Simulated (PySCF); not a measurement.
# Vibration and rotation of C2

UHF-CCSD(T) constants of C2, ³Πu (triplet), unpaired electrons σ ↑, π ↑ (C def2-TZVPP; no relativity (PySCF 2.14); masses 12.0000 and 12.0000 u):

| Quantity | Value |
| --- | --- |
| ωe | 1634.4 cm⁻¹ |
| ωexe | 11.4 cm⁻¹ |
| Be | 1.6156 cm⁻¹ |
| αe | 0.0162 cm⁻¹ |
| D (centrifugal) | 6.31e-06 cm⁻¹ |
| De to C + C | 5.97 eV |

Task: Give the vibrational terms G(v) and spacings up to v = 6.

Result: G(v) = ωe(v+½) − ωexe(v+½)².

| v | G(v) (cm⁻¹) | G(v) − G(v−1) | Bv (cm⁻¹) |
| --- | --- | --- | --- |
| 0 | 814.4 |  | 1.607 |
| 1 | 2426.0 | 1611.6 | 1.591 |
| 2 | 4014.8 | 1588.8 | 1.575 |
| 3 | 5580.8 | 1566.0 | 1.559 |
| 4 | 7123.9 | 1543.2 | 1.543 |
| 5 | 8644.4 | 1520.4 | 1.526 |
| 6 | 10142.0 | 1497.6 | 1.510 |

Task: How well does the Morse estimate ωe²/(4ωexe) reproduce De, and what is D0?

Result: It gives 7.26 eV, 122 % of the computed De. D0 = De − G(0) = 5.97 − 0.10 = 5.87 eV.

Correlated steps freeze 2 core orbitals. The state was picked by a PBE0 search and need not be the measured ground state.
